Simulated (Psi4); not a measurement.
**C5H10 (SMILES C=CCCC): levels of theory compared**

Aim: a comparison of 5 runs (HF/STO-3G, HF/3-21G, HSE06/6-31G*, TPSSh/6-31G*, B3LYP/6-31G*) of C5H10. 

The results are computed with Psi4 1.11.

1 further run of the same task is left out (set aside as unsound or not needed).

## (1) The molecule

C5H10 has 15 atoms, charge 0, and is taken as a singlet. SMILES: `C=CCCC`. One bond was lengthened or shortened from a relaxed shape.

Bond lengths: C1–C2 1.524 Å, C2–C3 1.492 Å, C3–C4 1.529 Å, C4–C5 1.519 Å, C1–H6 1.084 Å, C1–H7 1.086 Å, C2–H8 1.090 Å, C3–H9 1.097 Å, C3–H10 1.095 Å, C4–H11 1.095 Å, C4–H12 1.096 Å, C5–H13 1.094 Å, C5–H14 1.092 Å, C5–H15 1.092 Å. Some angles: C1–C2–C3 125.5°, C2–C3–C4 113.0°, C3–C4–C5 113.2°, C1–C2–H8 118.8°, C3–C2–H8 115.7°, C2–C1–H6 121.7°, C2–C1–H7 121.3°, C2–C3–H9 108.9°, C2–C3–H10 109.6°, C4–C3–H9 108.6°.

## (2) The energy at HF/STO-3G (run 1)

File calc.py:

```python
import psi4

psi4.set_memory(1600000000)
psi4.set_num_threads(1)
psi4.set_output_file('psi4.out', False)

geom = psi4.geometry("""
C     -0.519669     1.681723     1.682958
C     -0.106700     0.249500     1.363600
C      0.933300    -0.151100     0.371600
C      0.382800    -1.036500    -0.747200
C     -0.616700    -0.321100    -1.638900
H     -1.286169     1.903423     2.416558
H     -0.053469     2.527623     1.186458
H     -0.605200    -0.569000     1.882700
H      1.728400    -0.698400     0.892300
H      1.394800     0.744600    -0.058300
H      1.219900    -1.402800    -1.349900
H     -0.084500    -1.923400    -0.303900
H     -0.157700     0.545800    -2.123100
H     -1.472200     0.041100    -1.064100
H     -0.992400    -0.981000    -2.424100
symmetry c1
""")

options = {'basis': 'STO-3G', 'puream': True, 'e_convergence': 1e-09, 'd_convergence': 1e-08, 'scf_type': 'pk'}
psi4.set_options(options)

energy_value, wavefunction = psi4.energy("scf", return_wfn=True)
psi4.oeprop(wavefunction, "MULLIKEN_CHARGES", "MAYER_INDICES", "DIPOLE")
print(f'total energy {energy_value:.8f} hartree = {energy_value * 27.211386:.5f} eV')
for k, v in sorted(psi4.core.scalar_variables().items()):
    print(f'{k:45s} {v:18.10f}')
```

The run is started by

```sh
$ python calc.py
```

psi4.out:

```text
[...]
  Running in c1 symmetry.
[...]
  Nuclear repulsion =  170.407540140234090
[...]
  Multiplicity = 1
[...]
  Nalpha       = 20
  Nbeta        = 20
[...]
    Number of basis functions: 35
[...]
   @RHF iter   1:  -192.75245461135788   -4.64524e+00   3.63384e-03 DIIS/ADIIS
[...]
   @RHF iter  10:  -192.76519632409014   -8.86757e-12   9.23422e-09 DIIS
[...]
    Orbital Energies [Eh]
    ---------------------
    Doubly Occupied:
       1A    -11.047602     2A    -11.045502     3A    -11.033323
       4A    -11.020597     5A    -10.999861     6A     -1.037899
       7A     -0.942922     8A     -0.866617     9A     -0.777987
      10A     -0.713395    11A     -0.586218    12A     -0.583573
      13A     -0.559079    14A     -0.516855    15A     -0.490319
      16A     -0.463643    17A     -0.450083    18A     -0.431085
      19A     -0.425152    20A     -0.247892
[...]
  @RHF Final Energy:  -192.76519632409014
   => Energetics <=
    Nuclear Repulsion Energy =            170.4075401402340901
    One-Electron Energy =                -597.8662676908818412
    Two-Electron Energy =                 234.6935312265575817
    Total Energy =                       -192.7651963240901409
[...]
 Multipole Moments:
 ------------------------------------------------------------------------------------
     Multipole            Electronic (a.u.)      Nuclear  (a.u.)        Total (a.u.)
 ------------------------------------------------------------------------------------
 L = 1.  Multiply by 2.5417464519 to convert [e a0] to [Debye]
 Dipole X            :          0.4278646           -0.3648838            0.0629809
 Dipole Y            :          0.4139181           -0.5274200           -0.1135019
 Dipole Z            :          2.3466333           -2.4155692           -0.0689359
 Magnitude           :                                                    0.1469742
[...]
  Mulliken Charges: (a.u.)
   Center  Symbol    Alpha    Beta     Spin     Total
       1     C     3.06777  3.06777  0.00000 -0.13554
       2     C     3.02032  3.02032  0.00000 -0.04065
       3     C     3.05580  3.05580  0.00000 -0.11160
       4     C     3.04518  3.04518  0.00000 -0.09037
       5     C     3.08722  3.08722  0.00000 -0.17444
       6     H     0.47294  0.47294  0.00000  0.05412
       7     H     0.47418  0.47418  0.00000  0.05163
       8     H     0.47507  0.47507  0.00000  0.04986
       9     H     0.46985  0.46985  0.00000  0.06031
      10     H     0.47038  0.47038  0.00000  0.05924
      11     H     0.47299  0.47299  0.00000  0.05402
[...]
```

The script printed:

```text
total energy -192.76519632 hartree = -5245.40816 eV
CURRENT ENERGY                                   -192.7651963241
CURRENT REFERENCE ENERGY                         -192.7651963241
DD SOLVATION ENERGY                                 0.0000000000
HF KINETIC ENERGY                                 191.0613997972
HF POTENTIAL ENERGY                              -383.8265961213
HF TOTAL ENERGY                                  -192.7651963241
HF VIRIAL RATIO                                     2.0089175340
NUCLEAR REPULSION ENERGY                          170.4075401402
ONE-ELECTRON ENERGY                              -597.8662676909
PCM POLARIZATION ENERGY                             0.0000000000
PE ENERGY                                           0.0000000000
SCF ITERATION ENERGY                             -192.7651963241
SCF ITERATIONS                                     10.0000000000
SCF TOTAL ENERGY                                 -192.7651963241
TWO-ELECTRON ENERGY                               234.6935312266
```

It took 0.94 s on 1 thread of AMD EPYC 9R45 (Zen 5), shared host; peak memory 0.18 GiB.

## (3) Energy and forces at HF/3-21G (run 2)

File run.py:

```python
import psi4

psi4.set_memory('1600 MB')
psi4.set_num_threads(1)
psi4.set_output_file('output.dat', False)

molecule = psi4.geometry("""
C     -0.519669     1.681723     1.682958
C     -0.106700     0.249500     1.363600
C      0.933300    -0.151100     0.371600
C      0.382800    -1.036500    -0.747200
C     -0.616700    -0.321100    -1.638900
H     -1.286169     1.903423     2.416558
H     -0.053469     2.527623     1.186458
H     -0.605200    -0.569000     1.882700
H      1.728400    -0.698400     0.892300
H      1.394800     0.744600    -0.058300
H      1.219900    -1.402800    -1.349900
H     -0.084500    -1.923400    -0.303900
H     -0.157700     0.545800    -2.123100
H     -1.472200     0.041100    -1.064100
H     -0.992400    -0.981000    -2.424100
units angstrom
symmetry c1
""")

psi4.set_options({
    'basis': '3-21G',
    'puream': True,
    'e_convergence': 1e-09,
    'd_convergence': 1e-08,
    'scf_type': 'pk',
})

e_tot, wfn = psi4.gradient("scf", molecule=molecule, return_wfn=True)
psi4.oeprop(wfn, "WIBERG_LOWDIN_INDICES", "QUADRUPOLE", "MAYER_INDICES")
print('gradient / Eh bohr^-1')
print(e_tot.np.round(6))
print(f'energy = {wfn.energy():.10f} Eh')
for k, v in sorted(psi4.core.scalar_variables().items()):
    print(f'{k:45s} {v:18.10f}')
```

The run is started by

```sh
$ python run.py
```

output.dat, cut to the lines that bear on the results:

```text
[...]
  Running in c1 symmetry.
[...]
  Nuclear repulsion =  170.407540140234090
[...]
  Multiplicity = 1
[...]
  Nalpha       = 20
  Nbeta        = 20
[...]
    Number of basis functions: 65
[...]
   @RHF iter   1:  -193.94771008208585   -1.18833e+00   5.05987e-03 DIIS/ADIIS
[...]
   @RHF iter  12:  -194.02227548964208   -1.25056e-12   3.18739e-09 DIIS
[...]
    Orbital Energies [Eh]
    ---------------------
    Doubly Occupied:
       1A    -11.203833     2A    -11.186964     3A    -11.169157
       4A    -11.165040     5A    -11.149281     6A     -1.084767
       7A     -0.991782     8A     -0.914230     9A     -0.819058
      10A     -0.757076    11A     -0.624372    12A     -0.620120
      13A     -0.599154    14A     -0.556321    15A     -0.531879
      16A     -0.503799    17A     -0.484701    18A     -0.465994
      19A     -0.464068    20A     -0.318911
[...]
  @RHF Final Energy:  -194.02227548964208
   => Energetics <=
    Nuclear Repulsion Energy =            170.4075401402340901
    One-Electron Energy =                -597.6386113818811054
    Two-Electron Energy =                 233.2087957520049031
    Total Energy =                       -194.0222754896420838
[...]
  -Total Gradient:
     Atom            X                  Y                   Z
    ------   -----------------  -----------------  -----------------
       1       -0.040388625242     0.135835745412     0.031828854442
       2        0.052459985331    -0.137444621344    -0.041618293582
       3       -0.016893392242    -0.014846774218    -0.002002486278
       4       -0.004082785135     0.019413597204     0.001248444925
       5        0.011888969110    -0.009683988453     0.009452823561
       6       -0.006248674409     0.007406786529     0.005541654644
       7        0.001389912400     0.011277297084    -0.002056352336
       8       -0.001787409015    -0.011833178574     0.001992308849
       9        0.004567712012    -0.002640077928     0.002101213514
      10        0.002713361934     0.006291126449    -0.001767608130
      11        0.004395840936    -0.002867501692    -0.003057779573
      12       -0.002078371102    -0.005262740060     0.002333834127
[...]
```

Standard output:

```text
gradient / Eh bohr^-1
[[-0.040389  0.135836  0.031829]
 [ 0.05246  -0.137445 -0.041618]
 [-0.016893 -0.014847 -0.002002]
 [-0.004083  0.019414  0.001248]
 [ 0.011889 -0.009684  0.009453]
 [-0.006249  0.007407  0.005542]
 [ 0.00139   0.011277 -0.002056]
 [-0.001787 -0.011833  0.001992]
 [ 0.004568 -0.00264   0.002101]
 [ 0.002713  0.006291 -0.001768]
 [ 0.004396 -0.002868 -0.003058]
 [-0.002078 -0.005263  0.002334]
 [ 0.00166   0.004739 -0.00262 ]
 [-0.00536   0.002372  0.002553]
 [-0.002236 -0.002757 -0.00393 ]]
energy = -194.0222754896 Eh
CURRENT ENERGY                                   -194.0222754896
CURRENT REFERENCE ENERGY                         -194.0222754896
DD SOLVATION ENERGY                                 0.0000000000
HF KINETIC ENERGY                                 193.1664549434
HF POTENTIAL ENERGY                              -387.1887304331
HF TOTAL ENERGY                                  -194.0222754896
HF VIRIAL RATIO                                     2.0044304822
NUCLEAR REPULSION ENERGY                          170.4075401402
ONE-ELECTRON ENERGY                              -597.6386113819
PCM POLARIZATION ENERGY                             0.0000000000
PE ENERGY                                           0.0000000000
SCF ITERATION ENERGY                             -194.0222754896
SCF ITERATIONS                                     12.0000000000
SCF TOTAL ENERGY                                 -194.0222754896
TWO-ELECTRON ENERGY                               233.2087957520
```

Wall time 1.6 s (1 thread of AMD EPYC 9R45 (Zen 5), shared host); peak memory 0.21 GiB.

Runs 3 to 4 aren't shown in full; the table further down has their settings and results.

## (4) Energy and gradient at B3LYP/6-31G(d) (Cartesian functions) (run 5)

File calc.inp:

```
memory 1600 mb

molecule {
  0 1
  C     -0.98203209     3.17799589     3.18032970
  C     -0.20163378     0.47148667     2.57683054
  C      1.76368139    -0.28553762     0.70222223
  C      0.72338716    -1.95870113    -1.41200336
  C     -1.16539410    -0.60679106    -3.09707215
  H     -2.43050716     3.59694817     4.56663278
  H     -0.10104177     4.77651522     2.24208068
  H     -1.14366225    -1.07525416     3.55778737
  H      3.26620263    -1.31978473     1.68620262
  H      2.63579000     1.40709007    -0.11017103
  H      2.30527690    -2.65090781    -2.55094130
  H     -0.15968186    -3.63469923    -0.57428777
  H     -0.29800981     1.03141252    -4.01207754
  H     -2.78205480     0.07766774    -2.01085757
  H     -1.87536421    -1.85382133    -4.58088510
  units au
  symmetry c1
}

set globals {
  basis 6-31G*
  reference rks
  puream false
  e_convergence 1e-09
  d_convergence 1e-08
  scf_type pk
  dft_radial_points 99
  dft_spherical_points 590
}

e_tot, wfn = gradient('b3lyp', return_wfn=True)
oeprop(wfn, 'MULLIKEN_CHARGES', 'MAYER_INDICES', 'WIBERG_LOWDIN_INDICES')
```

The run is started by

```sh
$ psi4 calc.inp calc.out -n 1
```

calc.out, cut to the lines that bear on the results:

```text
[...]
  Running in c1 symmetry.
[...]
  Nuclear repulsion =  170.407540186820142
[...]
  Multiplicity = 1
[...]
  Nalpha       = 20
  Nbeta        = 20
[...]
    Number of basis functions: 95
[...]
   @RKS iter   1:  -196.11006379943140   -5.72506e-01   8.91109e-03 ADIIS/DIIS
[...]
   @RKS iter  12:  -196.50492316337102   -1.33582e-12   4.93816e-09 DIIS
[...]
  @RKS Final Energy:  -196.50492316337102
   => Energetics <=
    Nuclear Repulsion Energy =            170.4075401868201425
    One-Electron Energy =                -599.9802507627327941
    Two-Electron Energy =                 257.9612611130668256
    DFT Exchange-Correlation Energy =     -24.8934737005251918
    Empirical Dispersion Energy =           0.0000000000000000
    VV10 Nonlocal Energy =                  0.0000000000000000
    Total Energy =                       -196.5049231633710178
[...]
 Multipole Moments:
[...]
  -Total Gradient:
     Atom            X                  Y                   Z
    ------   -----------------  -----------------  -----------------
       1       -0.035200720321     0.121833720566     0.027695048183
       2        0.036300440811    -0.122320365256    -0.029876253614
       3       -0.001952634003    -0.008258531694    -0.002806902520
       4       -0.000403520305     0.004788537889     0.001599806428
       5        0.003456605784    -0.001527934466     0.002933829903
       6        0.000715457158     0.004124807709    -0.001035999094
       7       -0.002326254012     0.002966881095     0.001914921078
       8        0.002886013671    -0.003709862383    -0.002611131358
       9       -0.002249646023     0.001356048311    -0.001486181822
      10       -0.001588426655    -0.000958560924     0.000938425627
      11       -0.001967293075     0.000923938220     0.001123841194
      12        0.000853147425     0.002076722319    -0.000655125903
[...]
```

Wall time 24 s (1 thread of AMD EPYC 9R45 (Zen 5), shared host); peak memory 0.89 GiB.

## (5) Overview of the runs

| run | level | task | integration grid | energy (Eh) | dipole moment (D) | HOMO energy (eV) | LUMO energy (eV) | wall time |
| --- | --- | --- | --- | --- | --- | --- | --- | --- |
| 1 | HF/STO-3G | energy | – | -192.765196 | 0.37 | -6.75 | 7.20 | 0.94 s |
| 2 | HF/3-21G | gradient | – | -194.022275 | 0.42 | -8.68 | 3.94 | 1.6 s |
| 3 | HSE06/6-31G* (spherical functions) | energy | 99 radial × 590 angular | -196.263272 | 0.46 | -5.96 | -0.49 | 44 s |
| 4 | TPSSh/6-31G* (spherical functions) | gradient | 99 radial × 590 angular | -196.517988 | 0.46 | -5.72 | -0.56 | 53 s |
| 5 | B3LYP/6-31G* (Cartesian functions) | gradient | 99 radial × 590 angular | -196.504923 | 0.45 | -6.10 | -0.28 | 24 s |

## (6) What came out

| quantity | value |
| --- | --- |
| run 5: total energy | -196.50492 Eh |
| run 5: dipole moment | 0.45 D |
| run 5: HOMO energy | -6.10 eV |
| run 5: LUMO energy | -0.28 eV |
| run 5: HOMO–LUMO gap | 5.82 eV |
| run 5: largest force on an atom | 6.739 eV/Å |

The dipole moment (its size) runs from 0.37 D (HF/STO-3G) to 0.46 D (HSE06/6-31G*). The two ends differ in method and basis. The HOMO–LUMO gap runs from 5.17 eV (TPSSh/6-31G*) to 13.95 eV (HF/STO-3G). Totals of different functionals can't be ranked against each other. In run 1 the basis is minimal, so the values are rough. All runs together took 2 min, the longest 53 s.
